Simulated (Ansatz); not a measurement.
Input file:

```yaml
crystal:
  periodic: [false, false, false]
  atoms:
    - {symbol: Ga, position_ang: [0.000000, 0.098964, 0.771595]}
    - {symbol: P, position_ang: [0.000000, 0.376024, -1.409922]}
    - {symbol: O, position_ang: [0.000000, -1.121443, -0.768476]}
    - {symbol: H, position_ang: [0.000000, -0.599735, 2.150715]}
basis:
  gaussian: {orbitals: cc-pVDZ}
magnetization: {spin_polarized: false, initial_magnetization: 3}
correlation: {method: ccsd_t, electrons: outside_noble_gas, diis_vectors: 2}
accuracy: high
output: {forces: true}
```

```sh
$ ansatz run in.yaml --threads 1 --pin off --events-out ev --progress --plain --max-ram 2393MiB
```

Output:

```
1370 factors; integrals over basis functions are off by at most 4.4e-9 eV
mean field evaluation 1: about -63651.7587 eV, gradient 3.1e1 eV
mean field evaluation 2: about -63651.7751 eV, gradient 3.1e1 eV
mean field evaluation 4: about -63654.6303 eV, gradient 4.3e0 eV
mean field evaluation 8: about -63654.8396 eV, gradient 2.5e-1 eV
mean field evaluation 16: about -63654.8407 eV, gradient 2.5e-8 eV
mean field evaluation 32: about -63652.2636 eV, gradient 1.4e-8 eV
mean field evaluation 64: about -63654.8405 eV, gradient 7.4e-2 eV
mean field evaluation 96: about -63654.8399 eV, gradient 8.5e-2 eV
mean field evaluation 128: about -63654.1347 eV, gradient 2.4e0 eV
mean field evaluation 160: about -63652.1051 eV, gradient 5.9e-2 eV
...
cycle   9  -9.82954856 eV  change  -9.4e-10 eV  update   6.1e-8
cycle  10  -9.82954854 eV  change    2.2e-8 eV  update   4.2e-8
cycle  11  -9.82954842 eV  change    1.1e-7 eV  update   9.4e-8
cycle  12  -9.82954842 eV  change    3.2e-9 eV  update   3.4e-8
cycle  13  -9.82954842 eV  change   -4.7e-9 eV  update   1.7e-8
cycle  14  -9.82954842 eV  change    2.1e-9 eV  update   1.1e-8
cycle  15  -9.82954843 eV  change   -5.8e-9 eV  update   6.5e-9
cycle  16  -9.82954843 eV  change   6.3e-10 eV  update   3.6e-9
cycle  17  -9.82954843 eV  change   -2.4e-9 eV  update   1.9e-9
cycle  18  -9.82954843 eV  change   3.2e-10 eV  update   1.1e-9
perturbative correction -0.36816820 eV, -0.0135299317 hartree
the calculation of the forces begins
Total energy: -63665.03836957 eV, -2339.6470063686 hartree
Atom 0 at     0.000000     0.098964     0.771595 Å, force    -0.000000     0.459414     4.110684 eV/Å
Atom 1 at     0.000000     0.376024    -1.409922 Å, force     0.000000     1.005253    -5.863440 eV/Å
Atom 2 at     0.000000    -1.121443    -0.768476 Å, force    -0.000000    -0.345885     0.678634 eV/Å
Atom 3 at     0.000000    -0.599735     2.150715 Å, force     0.000000    -1.118782     1.074122 eV/Å
Dipole moment:     0.000000     0.221563    -0.011847 e Å
```

Forces (eV/Å):
```
Ga   0.000  0.459  4.111
P    0.000  1.005 -5.863
O    0.000 -0.346  0.679
H    0.000 -1.119  1.074
```

Ran on 1 thread of Arm Neoverse V1, shared host: 72 s wall, 0.38 GiB peak host memory.
